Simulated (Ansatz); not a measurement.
I need a ladder of basis sets of C3H5, SMILES [CH]1CC1. Use Ansatz 0.2.0 through its Python package. Level of theory (for the species named): Hartree-Fock, cc-pVDZ basis, multiplicity 2. The script varies basis: cc-pVDZ, cc-pVTZ.

```xyz
8

C    -0.8891   -0.2827   -0.1065
C     0.0412    0.7476    0.2700
C     0.3968   -0.6807    0.0309
H    -1.3739   -0.2133   -1.0771
H     0.3079    1.4788   -0.4958
H    -0.0335    1.1316    1.2847
H     0.6458   -1.3112    0.9065
H     0.9970   -0.9272   -0.8685
```

The script, `c3h5.py`:
```python
"""Basis-set convergence for C3H5."""

import ansatz

GEOMETRY = """
C    -0.88910   -0.28270   -0.10650
C     0.04120    0.74760    0.27000
C     0.39680   -0.68070    0.03090
H    -1.37390   -0.21330   -1.07710
H     0.30790    1.47880   -0.49580
H    -0.03350    1.13160    1.28470
H     0.64580   -1.31120    0.90650
H     0.99700   -0.92720   -0.86850
"""

c3h5 = ansatz.Crystal.molecule()
for line in GEOMETRY.strip().splitlines():
    symbol, *xyz = line.split()
    c3h5 = c3h5.atom(symbol, [float(v) for v in xyz])

calculation = c3h5.calculation()
calculation = calculation.functional("hf")
calculation = calculation.spin("collinear", total=1)

energies = {}
for basis in ["cc-pVDZ", "cc-pVTZ"]:
    r = calculation.basis(gaussian=basis).run(threads=1).report
    size = r["n_frozen"] + r["n_occupied"][0] + r["n_virtual"][0]
    energies[basis] = (r["reference_energy_ev"] / 27.211386246, r["free_energy_ev"] / 27.211386246)
    print(f"{basis:14s} {size:4d} orbitals  reference {energies[basis][0]:14.6f} Ha  total {energies[basis][1]:14.6f} Ha")

last = energies["cc-pVTZ"][1]
for basis, (_, total) in energies.items():
    print(f"{basis:14s} lies {27.211386 * (total - last):9.4f} eV above cc-pVTZ")
```

```console
$ python c3h5.py
cc-pVDZ          67 orbitals  reference    -116.407457 Ha  total    -116.407457 Ha
cc-pVTZ         160 orbitals  reference    -116.440564 Ha  total    -116.440564 Ha
cc-pVDZ        lies    0.9009 eV above cc-pVTZ
cc-pVTZ        lies    0.0000 eV above cc-pVTZ
```

Against cc-pVDZ: cc-pVTZ -33.1 mHa. The last step alone is -33.11 mHa.

What to keep in mind:
- The drop along the ladder measures the basis error, and is no property of the molecule.
- The geometry is a force-field or estimated start, not a minimum of this method, and the last set is no limit. Much of the fall in a total is atomic energy, which cancels in bond and reaction energies.
- The run takes the species as open-shell (spin multiplicity 2), which needn't be its ground state.
- Run time: 2.6 s on 1 thread of Arm Neoverse V2 (shared host), peak memory 0.32 GiB.
